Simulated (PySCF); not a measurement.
Chlorine diatomic, Cl2, SMILES ClCl, point group D∞h.

Level: PBE0/pcSseg-2 in PySCF (density fitting, grid level 2); geometry and Hessian at that level, cubic constants and property derivatives from steps of ±0.6 along each species' dimensionless normal coordinates, second-order vibrational perturbation theory. The parent has the commonest isotopes.

Equilibrium geometry (Å):

```json
{"atom": "Cl1", "x": "0.9987", "y": "-0.0112", "z": "-0.0118"}
{"atom": "Cl2", "x": "-0.9877", "y": "0.0163", "z": "-0.0448"}
```

Q: Give the equilibrium and ground-state rotational constants (MHz) of parent; ³⁷Cl at 1; ³⁷Cl at 1, ³⁷Cl at 2.

A: 
```csv
species,Be,B0,harmonic ZPE (cm⁻¹)
parent,7322.5,7302.6,288
³⁷Cl at 1,7124.7,7105.6,284
"³⁷Cl at 1, ³⁷Cl at 2",6926.9,6908.6,280
```

Q: And its quartic centrifugal distortion constants from the harmonic force field?

A: Linear top: D = 5.28 kHz.
